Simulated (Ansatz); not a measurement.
We consider wurtzite GaN, described by PBE0 (Ansatz, an electronic-structure program, PAW).

Total energies, extrapolated to zero smearing (they compare only within this program, potentials and cutoff; free atoms with spin allowed, lowest state found):

| system | energy (eV/atom) |
|---|---|
| wurtzite GaN, relaxed | -2084.2608 |
| free Ga atom | -3780.8388 |
| free N atom | -379.0199 |

Question: Work out the cohesive energy per atom.

Answer: E_coh = [1 × (-3780.8388) + 1 × (-379.0199)]/2 − (-2084.2608) = 4.33 eV/atom. The reference value is 4.53 eV/atom (measured, temperature not stated, not corrected to a static lattice; as tabulated in Zoroddu et al. (2001), arXiv:cond-mat/0011434), a difference of -0.20 eV/atom.

The PAW data were made under PBE.
